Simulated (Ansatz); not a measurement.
We consider rock-salt SnTe (cubic form, which distorts at low temperature), described by rVV10 in Ansatz (PAW).

Settings: plane-wave cutoff 520 eV, 10×10×10 k mesh, Fermi–Dirac smearing 0.01 eV, scalar-relativistic PAW data made under PBE.

Pressure at four volumes; x = ln(V/33.822 Å³). One pressure is withheld.

| V (Å³/atom) | x | P (GPa) |
|---|---|---|
| 31.793 | -0.0619 | 2.79 |
| 33.822 | 0.0000 | -0.04 |
| 35.175 | 0.0392 | -1.51 |
| 35.851 | 0.0583 | ? |

Problem. Pass a parabola P(x) through the three rows shown, estimate the bulk modulus and its pressure derivative near zero pressure, and predict the withheld pressure.

Solution. Slopes between the rows: (-0.04 − (2.79))/(0.0000 − (-0.0619)) = -45.72 and (-1.51 − (-0.04))/(0.0392 − (0.0000)) = -37.50 GPa. Their difference over the span 0.1011 is c = 8.22/0.1011 = 81.3 GPa, so P(x) = 2.79 + (-45.72)(x − (-0.0619)) + 81.3 (x − (-0.0619))(x − (0.0000)). At the middle row B = −dP/dx = −[-45.72 + 81.3 × 0.0619] = 40.7 GPa, and B′ = dB/dP = 2c/B = 4.0. At x = 0.0583 the parabola gives -2.14 GPa; the run gives -2.13 GPa. The Birch–Murnaghan fit to the energies at all volumes has B0 = 40.7 GPa and B′ = 4.0.

Measured, for comparison: bulk modulus 37.8 GPa (temperature not stated, not corrected to a static lattice; as tabulated in Toher et al. (2017), arXiv:1611.05714). Computed (rounded) less measured: bulk modulus +8 %. A static lattice is as a rule a little smaller and stiffer than an uncorrected measurement, which narrows the difference in the bulk modulus and would widen misses of the other sign.

Note: symmetry holds this phase in the static calculation, where it need not be a minimum.

Spin–orbit coupling is not included.

Ansatz is a first-principles code.
